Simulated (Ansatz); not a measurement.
Reaction (substitution at a C–C bond): `C#CCC(=O)O` + H₂S → `O=C(O)CS` + acetylene

Calculated with Ansatz (gas phase, PBE0-D4/def2-TZVP geometries, no zero-point term in ΔE). CBS: MP2 limit from def2 TZ/QZ plus the TZ coupled-cluster correction, frozen cores. This one scheme is used for every species. One conformer a species, not always the lowest.

```csv
species,CCSD(T)/def2-TZVPP energy (Eh)
`C#CCC(=O)O`,-304.75536
H₂S,-398.93111
`O=C(O)CS`,-626.48673
`C#C`,-77.18882
```

Work out ΔE.

ΔE = (-626.48673) + (-77.18882) − (-304.75536) − (-398.93111) = 0.01092 Eh = +28.7 kJ/mol. CCSD(T)/CBS gives +26.5 kJ/mol.

Largest T1 diagnostic among the species: 0.014.

At CCSD(T), def2-SVP lies +11.0 kJ/mol from the extrapolated value and def2-TZVPP +2.1 kJ/mol. Leaving LDA and LC-ωPBE aside and taking each functional with its dispersion term where it has one, the values, not all of them listed here, spread over 7.3 kJ/mol, from BLYP-D4 to B97M-V. LDA lies +6.8 kJ/mol from PBE without D4.
